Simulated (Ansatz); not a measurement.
How the band gap of ScTlS2 (P6₃/mmc, No. 194; cell taken from a computed entry) moves with the method

No measured value is used here.

**Question.** Put these levels in order of the band gap that they give for ScTlS2 (P6₃/mmc, No. 194; cell taken from a computed entry), smallest first: HSE06 (Ansatz, an electronic-structure program), LDA (Ansatz), PBE0 (Ansatz), PBEsol+SOC (Ansatz).

**Answer.** PBEsol+SOC (0.57 eV), LDA (0.71 eV), HSE06 (1.41 eV), PBE0 (2.05 eV)

Computed values are for a static lattice. Levels without +SOC have no spin–orbit coupling; where heavier elements are present it shifts gaps, mostly down, and can invert bands.  Values are at the PBEsol cell. Cutoffs and k meshes differ between the levels. Ansatz's density-functional and Hartree–Fock values are scalar-relativistic unless marked +SOC, with PAW data made under PBE.
